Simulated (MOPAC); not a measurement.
MOPAC input (AM1):

```
AM1 PRECISE GNORM=0.05 LET XYZ UHF MS=0.5 GEO-OK AUX(PRECISION=9) THREADS=1
C5H4N

N    -0.00604726 1    0.07245881 1    1.41596088 1
C     0.00611832 1    0.05420329 1   -1.33253835 1
C     0.00075354 1    1.15688179 1    0.73845087 1
C    -0.00725914 1   -1.10497655 1    0.76438931 1
C    -0.00124318 1   -1.14569099 1   -0.61962459 1
C     0.00728081 1    1.26242812 1   -0.64570663 1
H     0.01090499 1    0.04443784 1   -2.41599051 1
H    -0.01307795 1   -2.00605563 1    1.36507020 1
H    -0.00227616 1   -2.09704255 1   -1.13399480 1
H     0.01287787 1    2.21437463 1   -1.15663470 1
```

Q: What heat of formation does the run end on?

A: 81.64 kcal/mol.

The determinant is spin-contaminated: <S^2> is 1.02 against 0.75 for a pure state.
